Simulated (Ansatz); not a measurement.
**AlBH5Si with multiplicity 2: shift of H5 from Al2 to B1, part 1 of 2**

Aim: the minimum-energy path and barrier of the shift of H5 from Al2 to B1. The ends are relaxed first, then joined by a nudged elastic band. SMILES of the start: [BH][AlH][SiH3].

All numbers below are computed with Ansatz 0.2.0 (UKS BHLYP-D4/def2-SVP).

### Step 1. The structure to begin with

Bond lengths: B1–Al2 2.020 Å, Al2–Si3 2.436 Å, B1–H4 1.165 Å, Al2–H5 1.586 Å, Si3–H6 1.483 Å, Si3–H7 1.483 Å, Si3–H8 1.488 Å. Angles: B1–Al2–Si3 132.8°, B1–Al2–H5 116.6°, Si3–Al2–H5 110.5°, Al2–B1–H4 170.4°, Al2–Si3–H6 118.2°, Al2–Si3–H7 115.7°, Al2–Si3–H8 111.8°, H6–Si3–H7 103.4°, H6–Si3–H8 102.7°, H7–Si3–H8 103.3°.

Structure file:

```xyz
8

B    -2.0420    0.8513   -1.3827
Al   -0.1593    0.7560   -0.6562
Si    0.9224   -0.7181    0.9533
H    -3.1553    0.7379   -1.7080
H     0.8892    1.7782   -1.2660
H     0.9872   -0.2813    2.3689
H     2.3246   -1.0902    0.6437
H     0.2331   -2.0337    1.0470
```

### Step 2. Relaxing end A

input.yaml reads:

```yaml
crystal:
  periodic: [false, false, false]
  atoms:
    - { symbol: B, position_ang: [-2.04198, 0.85127, -1.38275] }
    - { symbol: Al, position_ang: [-0.15925, 0.75599, -0.6562] }
    - { symbol: Si, position_ang: [0.92243, -0.71813, 0.9533] }
    - { symbol: H, position_ang: [-3.15527, 0.73791, -1.708] }
    - { symbol: H, position_ang: [0.88922, 1.77816, -1.26596] }
    - { symbol: H, position_ang: [0.98719, -0.28128, 2.36889] }
    - { symbol: H, position_ang: [2.32458, -1.09021, 0.64373] }
    - { symbol: H, position_ang: [0.23307, -2.03371, 1.04699] }
magnetization:
  spin_polarized: true
  initial_magnetization: 1
basis:
  gaussian: { orbitals: def2-SVP }
hamiltonian:
  xc: { name: BHLYP }
  dispersion: d4
relax:
  f_tol: 0.02
  max_steps: 50
output:
  orbitals: {}
```

Run with:

```bash
$ ansatz run input.yaml --threads 2 --pin off --max-ram 3072MiB --backend cpu --events-out ev --progress --plain --runs-dir out
```

Log, shortened:

```text
Warning: RAYON_NUM_THREADS=2 ignored (pool sized by the plan → 2); use --threads N
[...]
Functional definition: BHLYP
[...]
784 factors; integrals over basis functions are off by at most 2.6e-4 eV
[...]
mean field -15223.38479342 eV, -559.4490723772 hartree, gradient 7.8e-6 eV, S^2 0.753140; 2 other end points of the search recorded, 0 dependent functions left out
[...]
reference -15223.38498099 eV, -559.4490792705 hartree; 19, 18 occupied and 56, 57 virtual orbitals, 784 factors
relax step   1: F+E_penalty+E_count = -15223.57987280 eV  Δ(F+E_penalty+E_count) = +0.000e0 eV  max|allowed force component| = 8.469e-1 eV/Å  Δτ_max = 0.0000 Å  (52 SCF iters, accepted)
[...]
relax step   9: F+E_penalty+E_count = -15223.76535055 eV  Δ(F+E_penalty+E_count) = -1.053e-3 eV  max|allowed force component| = 7.297e-3 eV/Å  Δτ_max = 0.0365 Å  (44 SCF iters, accepted)
[...]
relax step  10: F+E_penalty+E_count = -15223.76621559 eV  Δ(F+E_penalty+E_count) = -8.650e-4 eV  max|allowed force component| = 3.229e-2 eV/Å  Δτ_max = 0.0702 Å  (43 SCF iters, accepted)
[...]
784 factors; integrals over basis functions are off by at most 3.0e-4 eV
mean field -15223.56582081 eV, -559.4557250113 hartree, gradient 2.4e-5 eV, S^2 0.752995; 0 other end points of the search recorded, 0 dependent functions left out
[...]
reference -15223.56600817 eV, -559.4557318964 hartree; 19, 18 occupied and 56, 57 virtual orbitals, 784 factors
```

### Step 3. The output, continued: end point A relaxed

The log, continued:

```text
relax step  11: F+E_penalty+E_count = -15223.76654481 eV  Δ(F+E_penalty+E_count) = -3.292e-4 eV  max|allowed force component| = 4.271e-2 eV/Å  Δτ_max = 0.0311 Å  (38 SCF iters, accepted)
these checks for a lower state are left out or cut short: starts, cluster_reference, orbital_swaps, neighbouring_geometries, increment
784 factors; integrals over basis functions are off by at most 2.9e-4 eV
mean field -15223.56632537 eV, -559.4557435534 hartree, gradient 2.0e-5 eV, S^2 0.752997; 0 other end points of the search recorded, 0 dependent functions left out
the calculation of the forces begins
reference -15223.56651210 eV, -559.4557504157 hartree; 19, 18 occupied and 56, 57 virtual orbitals, 784 factors
relax step  12: F+E_penalty+E_count = -15223.76693816 eV  Δ(F+E_penalty+E_count) = -3.934e-4 eV  max|allowed force component| = 8.547e-2 eV/Å  Δτ_max = 0.0761 Å  (42 SCF iters, accepted)
these checks for a lower state are left out or cut short: starts, cluster_reference, orbital_swaps, neighbouring_geometries, increment
784 factors; integrals over basis functions are off by at most 2.9e-4 eV
mean field -15223.56670326 eV, -559.4557574406 hartree, gradient 2.3e-5 eV, S^2 0.752989; 0 other end points of the search recorded, 0 dependent functions left out
the calculation of the forces begins
reference -15223.56689004 eV, -559.4557643047 hartree; 19, 18 occupied and 56, 57 virtual orbitals, 784 factors
relax step  13: F+E_penalty+E_count = -15223.76724399 eV  Δ(F+E_penalty+E_count) = -3.058e-4 eV  max|allowed force component| = 5.901e-2 eV/Å  Δτ_max = 0.0205 Å  (37 SCF iters, accepted)
these checks for a lower state are left out or cut short: starts, cluster_reference, orbital_swaps, neighbouring_geometries, increment
784 factors; integrals over basis functions are off by at most 2.9e-4 eV
mean field -15223.56577770 eV, -559.4557234270 hartree, gradient 2.6e-5 eV, S^2 0.752977; 0 other end points of the search recorded, 0 dependent functions left out
the calculation of the forces begins
reference -15223.56596425 eV, -559.4557302824 hartree; 19, 18 occupied and 56, 57 virtual orbitals, 784 factors
relax step  14: F+E_penalty+E_count = -15223.76658194 eV  Δ(F+E_penalty+E_count) = +6.621e-4 eV  max|allowed force component| = 1.896e-1 eV/Å  Δτ_max = 0.0234 Å  (37 SCF iters, rejected (line search))
these checks for a lower state are left out or cut short: starts, cluster_reference, orbital_swaps, neighbouring_geometries, increment
784 factors; integrals over basis functions are off by at most 2.9e-4 eV
mean field -15223.56726534 eV, -559.4557780966 hartree, gradient 1.6e-5 eV, S^2 0.752985; 0 other end points of the search recorded, 0 dependent functions left out
the calculation of the forces begins
reference -15223.56745195 eV, -559.4557849546 hartree; 19, 18 occupied and 56, 57 virtual orbitals, 784 factors
relax step  15: F+E_penalty+E_count = -15223.76774849 eV  Δ(F+E_penalty+E_count) = -5.045e-4 eV  max|allowed force component| = 3.011e-2 eV/Å  Δτ_max = 0.0111 Å  (51 SCF iters, accepted)
these checks for a lower state are left out or cut short: starts, cluster_reference, orbital_swaps, neighbouring_geometries, increment
784 factors; integrals over basis functions are off by at most 2.9e-4 eV
mean field evaluation 128: about -15223.5508 eV, gradient 3.2e-1 eV
mean field -15223.56739793 eV, -559.4557829692 hartree, gradient 1.6e-5 eV, S^2 0.752986; 0 other end points of the search recorded, 0 dependent functions left out
the calculation of the forces begins
reference -15223.56758446 eV, -559.4557898242 hartree; 19, 18 occupied and 56, 57 virtual orbitals, 784 factors
relax step  16: F+E_penalty+E_count = -15223.76787540 eV  Δ(F+E_penalty+E_count) = -1.269e-4 eV  max|allowed force component| = 3.035e-3 eV/Å  Δτ_max = 0.0150 Å  (36 SCF iters, accepted)
these checks for a lower state are left out or cut short: starts, cluster_reference, orbital_swaps, neighbouring_geometries, increment
784 factors; integrals over basis functions are off by at most 2.9e-4 eV
mean field -15223.56766810 eV, -559.4557928980 hartree, gradient 1.9e-5 eV, S^2 0.752988; 0 other end points of the search recorded, 0 dependent functions left out
the calculation of the forces begins
reference -15223.56785450 eV, -559.4557997479 hartree; 19, 18 occupied and 56, 57 virtual orbitals, 784 factors
relax step  17: F+E_penalty+E_count = -15223.76809305 eV  Δ(F+E_penalty+E_count) = -2.177e-4 eV  max|allowed force component| = 2.355e-2 eV/Å  Δτ_max = 0.0601 Å  (44 SCF iters, accepted)
these checks for a lower state are left out or cut short: starts, cluster_reference, orbital_swaps, neighbouring_geometries, increment
784 factors; integrals over basis functions are off by at most 2.9e-4 eV
mean field -15223.56774122 eV, -559.4557955850 hartree, gradient 1.7e-5 eV, S^2 0.752986; 0 other end points of the search recorded, 0 dependent functions left out
the calculation of the forces begins
reference -15223.56792760 eV, -559.4558024343 hartree; 19, 18 occupied and 56, 57 virtual orbitals, 784 factors
relax step  18: F+E_penalty+E_count = -15223.76815070 eV  Δ(F+E_penalty+E_count) = -5.765e-5 eV  max|allowed force component| = 1.764e-2 eV/Å  Δτ_max = 0.0151 Å  (36 SCF iters, accepted)
784 factors; integrals over basis functions are off by at most 2.9e-4 eV
mean field evaluation 160: about -15223.5677 eV, gradient 2.1e-3 eV
mean field -15223.56774122 eV, -559.4557955850 hartree, gradient 1.7e-5 eV, S^2 0.752986; 3 other end points of the search recorded, 0 dependent functions left out
the calculation of the forces begins
reference -15223.56792760 eV, -559.4558024343 hartree; 19, 18 occupied and 56, 57 virtual orbitals, 784 factors
Total energy: -15223.76833707 eV, -559.4631673467 hartree
Atom 0 at    -1.890944     0.632495    -1.338594 Å, force    -0.017642     0.001170    -0.007303 eV/Å
Atom 1 at    -0.007269     0.907505    -0.631593 Å, force     0.007303     0.002067     0.003393 eV/Å
Atom 2 at     0.869773    -0.761791     0.938765 Å, force    -0.000677     0.001342     0.002656 eV/Å
Atom 3 at    -2.999412     0.437512    -1.728177 Å, force     0.017020    -0.000316     0.006278 eV/Å
Atom 4 at     0.819875     2.165982    -1.103198 Å, force    -0.003654    -0.003513     0.000161 eV/Å
Atom 5 at     1.192248    -0.143187     2.253041 Å, force    -0.001697    -0.005248    -0.009110 eV/Å
Atom 6 at     2.120000    -1.381342     0.422892 Å, force    -0.006156     0.001691     0.003129 eV/Å
Atom 7 at    -0.104281    -1.857173     1.186865 Å, force     0.005502     0.002807     0.000798 eV/Å
Dipole moment:    -0.201833     0.039431    -0.124171 e Å
```

Run time: 40 s. Hardware: 2 threads of Intel Xeon Platinum 8488C (Sapphire Rapids), shared host; peak memory 0.21 GiB.

The steps of the relaxation:

| step | energy from step 1 (eV) | largest force component (eV/Å) |
| --- | --- | --- |
| 1 | 0.0000 | 0.8469 |
| 2 | -0.1276 | 0.4022 |
| 3 | -0.1701 | 0.1417 |
| 4 | -0.1762 | 0.1084 |
| 5 | -0.1810 | 0.0583 |
| 6 | -0.1832 | 0.0227 |
| 7 | -0.1844 | 0.0277 |
| 8x | -0.1755 | 0.1441 |
| 9 | -0.1855 | 0.0073 |
| 10 | -0.1863 | 0.0323 |
| 11 | -0.1867 | 0.0427 |
| 12 | -0.1871 | 0.0855 |
| 13 | -0.1874 | 0.0590 |
| 14x | -0.1867 | 0.1896 |
| 15 | -0.1879 | 0.0301 |
| 16 | -0.1880 | 0.0030 |
| 17 | -0.1882 | 0.0236 |
| 18 | -0.1883 | 0.0176 |

Step 1 is the start. 2 steps were tried and not accepted (marked x).

After: Bond lengths: B1–Al2 2.031 Å, Al2–Si3 2.454 Å, B1–H4 1.191 Å, Al2–H5 1.578 Å, Si3–H6 1.488 Å, Si3–H7 1.488 Å, Si3–H8 1.487 Å. Angles: B1–Al2–Si3 117.5°, B1–Al2–H5 119.4°, Si3–Al2–H5 123.1°, Al2–B1–H4 178.0°, Al2–Si3–H6 111.1°, Al2–Si3–H7 111.2°, Al2–Si3–H8 112.0°, H6–Si3–H7 107.3°, H6–Si3–H8 107.5°, H7–Si3–H8 107.6°.

### Step 4. End point B

The second end starts from a geometry with the move made by hand.

Changes to input.yaml since step 2:

```diff
@@ -7,3 +7,3 @@
     - { symbol: H, position_ang: [-3.15527, 0.73791, -1.708] }
-    - { symbol: H, position_ang: [0.88922, 1.77816, -1.26596] }
+    - { symbol: H, position_ang: [-1.47619, 1.78303, -1.80774] }
     - { symbol: H, position_ang: [0.98719, -0.28128, 2.36889] }
@@ -22,3 +22 @@
   max_steps: 50
-output:
-  orbitals: {}
```

Run with:

```bash
$ ansatz run input.yaml --threads 2 --pin off --max-ram 3072MiB --backend cpu --events-out ev --progress --plain --runs-dir out
```

Log, shortened:

```text
Warning: RAYON_NUM_THREADS=2 ignored (pool sized by the plan → 2); use --threads N
[...]
[... 1 set-up line as earlier in the session ...]
[...]
784 factors; integrals over basis functions are off by at most 2.3e-4 eV
[...]
mean field -15222.73569822 eV, -559.4252185688 hartree, gradient 7.3e-6 eV, S^2 0.767954; 4 other end points of the search recorded, 0 dependent functions left out
[...]
reference -15222.73588229 eV, -559.4252253333 hartree; 19, 18 occupied and 56, 57 virtual orbitals, 784 factors
[...]
Atom 3 at    -2.953026     0.618539    -1.786700 Å, force     0.002060     0.001628    -0.001053 eV/Å
Atom 4 at    -1.812122     2.340885    -1.755718 Å, force     0.001220    -0.000446     0.002810 eV/Å
Atom 5 at     0.918539    -0.079708     2.274922 Å, force     0.003454     0.000693     0.000842 eV/Å
Atom 6 at     2.389524    -1.043631     0.633854 Å, force     0.000689     0.001374    -0.000194 eV/Å
Atom 7 at     0.418107    -2.235077     1.321557 Å, force     0.000763     0.005771    -0.001832 eV/Å
Dipole moment:     0.234494    -0.142565     0.108991 e Å
```

It took 21 s on 2 threads of Intel Xeon Platinum 8488C (Sapphire Rapids), shared host; peak memory 0.21 GiB.

Relaxation path:

| step | energy from step 1 (eV) | largest force component (eV/Å) |
| --- | --- | --- |
| 1 | 0.0000 | 2.0820 |
| 2 | -0.7207 | 1.2877 |
| 3 | -1.1521 | 0.9345 |
| 4 | -1.3962 | 0.5827 |
| 5 | -1.4920 | 0.3180 |
| 6 | -1.5141 | 0.1400 |
| 7 | -1.5196 | 0.0840 |
| 8 | -1.5205 | 0.0416 |
| 9 | -1.5211 | 0.0090 |

Step 1 is the start.

After: Bond lengths: B1–Al2 2.029 Å, Al2–Si3 2.452 Å, B1–H4 1.201 Å, B1–H5 1.201 Å, Si3–H6 1.485 Å, Si3–H7 1.484 Å, Si3–H8 1.487 Å. Angles: B1–Al2–Si3 152.9°, Al2–B1–H4 120.1°, Al2–B1–H5 120.6°, H4–B1–H5 118.7°, Al2–Si3–H6 112.3°, Al2–Si3–H7 111.5°, Al2–Si3–H8 108.3°, H6–Si3–H7 108.2°, H6–Si3–H8 108.4°, H7–Si3–H8 108.1°.

### Step 5. The band

crystal.atoms is end A as relaxed above, and neb.final_atoms is end B, turned to lie on A. With 5 inner images the band has 7 in all. The start path is listed, through a guess of the saddle.

input.yaml reads:

```yaml
crystal:
  periodic: [false, false, false]
  atoms:
    - { symbol: B, position_ang: [-1.890944, 0.632495, -1.338594] }
    - { symbol: Al, position_ang: [-0.007269, 0.907505, -0.631593] }
    - { symbol: Si, position_ang: [0.869773, -0.761791, 0.938765] }
    - { symbol: H, position_ang: [-2.999412, 0.437512, -1.728177] }
    - { symbol: H, position_ang: [0.819875, 2.165982, -1.103198] }
    - { symbol: H, position_ang: [1.192248, -0.143187, 2.253041] }
    - { symbol: H, position_ang: [2.12, -1.381342, 0.422892] }
    - { symbol: H, position_ang: [-0.104281, -1.857173, 1.186865] }
magnetization:
  spin_polarized: true
  initial_magnetization: 1
basis:
  gaussian: { orbitals: def2-SVP }
hamiltonian:
  xc: { name: BHLYP }
  dispersion: d4
neb:
  order_check: false
  images: 5
  f_tol: 0.05
  max_iterations: 60
  final_atoms:
    - { symbol: B, position_ang: [-1.32197537, 1.44234719, -1.49805904] }
    - { symbol: Al, position_ang: [-0.04650902, 0.07308545, -0.71472085] }
    - { symbol: Si, position_ang: [1.02476719, -1.09063918, 1.15926956] }
    - { symbol: H, position_ang: [-2.45151404, 1.13107635, -1.76322825] }
    - { symbol: H, position_ang: [-0.92201251, 2.51721615, -1.85454681] }
    - { symbol: H, position_ang: [1.19503448, -0.21223149, 2.34427046] }
    - { symbol: H, position_ang: [2.35726798, -1.62143743, 0.77921439] }
    - { symbol: H, position_ang: [0.16493129, -2.23941605, 1.54780155] }
  initial_path:
    images:
      - { positions_ang: [[-1.890944, 0.632495, -1.338594], [-0.007269, 0.907505, -0.631593], [0.869773, -0.761791, 0.938765], [-2.999412, 0.437512, -1.728177], [0.819875, 2.165982, -1.103198], [1.192248, -0.143187, 2.253041], [2.12, -1.381342, 0.422892], [-0.104281, -1.857173, 1.186865]] }
      - { positions_ang: [[-1.81907172, 0.77010379, -1.36290455], [0.04940577, 0.8549207, -0.63001175], [0.92029296, -0.77576611, 0.9729843], [-2.92786158, 0.64295348, -1.74148096], [0.41929194, 2.00117394, -1.27035724], [1.16041512, -0.21096464, 2.31870834], [2.20636139, -1.36802851, 0.54233322], [-0.0088439, -1.91439166, 1.17072965]] }
      - { positions_ang: [[-1.74719944, 0.90771259, -1.38721511], [0.10608054, 0.8023364, -0.6284305], [0.97081293, -0.78974123, 1.0072036], [-2.85631115, 0.84839496, -1.75478492], [0.01870889, 1.83636588, -1.43751648], [1.12858224, -0.27874228, 2.38437568], [2.29272279, -1.35471502, 0.66177443], [0.08659321, -1.97161031, 1.15459429]] }
      - { positions_ang: [[-1.67532716, 1.04532138, -1.41152566], [0.16275531, 0.7497521, -0.62684925], [1.02133289, -0.80371634, 1.04142291], [-2.78476073, 1.05383645, -1.76808887], [-0.38187417, 1.67155782, -1.60467572], [1.09674936, -0.34651991, 2.45004302], [2.37908418, -1.34140153, 0.78121565], [0.18203031, -2.02882897, 1.13845894]] }
      - { positions_ang: [[-1.55754323, 1.17766332, -1.44037012], [0.09300053, 0.52419655, -0.65613978], [1.02247766, -0.89935729, 1.08070512], [-2.6736785, 1.07958308, -1.76646867], [-0.56192028, 1.95344393, -1.68796609], [1.12951107, -0.30175711, 2.4147855], [2.37181211, -1.43474683, 0.78054856], [0.17633064, -2.09902466, 1.27490647]] }
      - { positions_ang: [[-1.4397593, 1.31000526, -1.46921458], [0.02324576, 0.298641, -0.68543032], [1.02362242, -0.99499824, 1.11998734], [-2.56259627, 1.10532972, -1.76484846], [-0.74196639, 2.23533004, -1.77125645], [1.16227277, -0.2569943, 2.37952798], [2.36454005, -1.52809213, 0.77988147], [0.17063096, -2.16922035, 1.41135401]] }
      - { positions_ang: [[-1.32197537, 1.44234719, -1.49805904], [-0.04650902, 0.07308545, -0.71472085], [1.02476719, -1.09063918, 1.15926956], [-2.45151404, 1.13107635, -1.76322825], [-0.92201251, 2.51721615, -1.85454681], [1.19503448, -0.21223149, 2.34427046], [2.35726798, -1.62143743, 0.77921439], [0.16493129, -2.23941605, 1.54780155]] }
```

Run with:

```bash
$ ansatz run input.yaml --threads 2 --pin off --max-ram 3072MiB --backend cpu --events-out ev --progress --plain --runs-dir out
```

Log, shortened:

```text
Warning: RAYON_NUM_THREADS=2 ignored (pool sized by the plan → 2); use --threads N
[...]
[... 1 set-up line as earlier in the session ...]
[...]
786 factors; integrals over basis functions are off by at most 2.8e-4 eV
[...]
mean field -15223.56773957 eV, -559.4557955242 hartree, gradient 1.4e-5 eV, S^2 0.752986; 2 other end points of the search recorded, 0 dependent functions left out
[...]
reference -15223.56792706 eV, -559.4558024146 hartree; 19, 18 occupied and 56, 57 virtual orbitals, 786 factors
[...]
Atom 4 at    -0.036796     1.587770    -1.444915 Å, force     0.004377     0.006101     0.005922 eV/Å
Atom 5 at     1.192130    -0.160041     2.381066 Å, force     0.003255    -0.000421     0.000345 eV/Å
Atom 6 at     2.376253    -1.105171     0.507611 Å, force     0.001057    -0.002349     0.003152 eV/Å
Atom 7 at     0.433001    -2.223531     1.395431 Å, force     0.006217     0.002096     0.007722 eV/Å
Dipole moment:     0.062725    -0.141423     0.149693 e Å
this run last wrote the band of iteration 10 to <dir>
```

It took 99 s on 2 threads of Intel Xeon Platinum 8488C (Sapphire Rapids), shared host; peak memory 0.21 GiB.

### Step 6. Images and barrier

The 5 inner images lie between the fixed ends 0 and 6. Energy is taken from image 0, and the path length is the program's own coordinate along the band.

| image | path (Å) | energy (eV) | H5–Al2 (Å) | H5–B1 (Å) | band force (eV/Å) |
| --- | --- | --- | --- | --- | --- |
| 0 | 0.000 | 0.0000 | 1.58 | 3.12 | - |
| 1 | 0.764 | 0.0281 | 1.58 | 3.02 | 0.003 |
| 2 | 1.529 | 0.1904 | 1.59 | 2.69 | 0.009 |
| 3* | 2.293 | 0.4262 | 1.64 | 2.04 | 0.014 |
| 4 | 3.167 | -0.4859 | 2.25 | 1.24 | 0.014 |
| 5 | 4.041 | -0.6785 | 2.74 | 1.20 | 0.007 |
| 6 | 4.916 | -0.6883 | 2.84 | 1.20 | - |

The star marks the climbing image.

image, energy (eV) and a bar:
```
        0      0.000 ###################
        1      0.028 ###################
        2      0.190 ########################
        3      0.426 ##############################
        4     -0.486 #####
        5     -0.679 
        6     -0.688
```

How the highest energy settled:

| iteration | highest image above image 0 (eV) | largest band force (eV/Å) |
| --- | --- | --- |
| 1 | 1.9540 | 5.367 |
| 2 | 1.0032 | 2.005 |
| 3 | 0.6513 | 1.313 |
| 4 | 0.5017 | 0.358 |
| 5 | 0.4483 | 0.308 |
| 6 | 0.4244 | 0.323 |
| 7 | 0.4301 | 0.161 |
| 8 | 0.4280 | 0.146 |
| 9 | 0.4270 | 0.061 |
| 10 | 0.4262 | 0.014 |

The band as a trajectory file:

```xyz
8
image=0 dE=0.0000
B    -1.891    0.632   -1.339
Al   -0.007    0.908   -0.632
Si    0.870   -0.762    0.939
H    -2.999    0.438   -1.728
H     0.820    2.166   -1.103
H     1.192   -0.143    2.253
H     2.120   -1.381    0.423
H    -0.104   -1.857    1.187
8
image=1 dE=0.0281
B    -2.000    0.750   -1.330
Al   -0.089    0.734   -0.644
Si    0.910   -0.811    0.982
H    -3.100    0.823   -1.779
H     0.794    1.890   -1.262
H     1.026   -0.149    2.310
H     2.289   -1.153    0.544
H     0.170   -2.083    1.180
8
image=2 dE=0.1904
B    -2.062    0.832   -1.367
Al   -0.254    0.530   -0.542
Si    0.972   -0.870    1.053
H    -2.968    1.249   -2.015
H     0.480    1.702   -1.321
H     1.122   -0.155    2.349
H     2.340   -1.090    0.512
H     0.371   -2.198    1.331
8
image=3 dE=0.4262
B    -1.960    0.923   -1.387
Al   -0.383    0.352   -0.418
Si    1.035   -0.900    1.105
H    -2.657    1.526   -2.139
H    -0.037    1.588   -1.445
H     1.192   -0.160    2.381
H     2.376   -1.105    0.508
H     0.433   -2.224    1.395
8
image=4 dE=-0.4859
B    -1.529    1.228   -1.517
Al   -0.613    0.099   -0.237
Si    1.045   -0.974    1.166
H    -2.531    1.546   -2.080
H    -0.439    1.780   -1.724
H     1.239   -0.225    2.429
H     2.352   -1.146    0.489
H     0.476   -2.309    1.475
8
image=5 dE=-0.6785
B    -1.371    1.395   -1.578
Al   -0.381    0.206   -0.310
Si    1.023   -1.077    1.224
H    -2.530    1.281   -1.860
H    -0.713    2.264   -2.085
H     1.222   -0.373    2.514
H     2.353   -1.300    0.602
H     0.397   -2.395    1.493
8
image=6 dE=-0.6883
B    -1.322    1.442   -1.498
Al   -0.047    0.073   -0.715
Si    1.025   -1.091    1.159
H    -2.452    1.131   -1.763
H    -0.922    2.517   -1.855
H     1.195   -0.212    2.344
H     2.357   -1.621    0.779
H     0.165   -2.239    1.548
```

(Continued in part 2 of 2.)
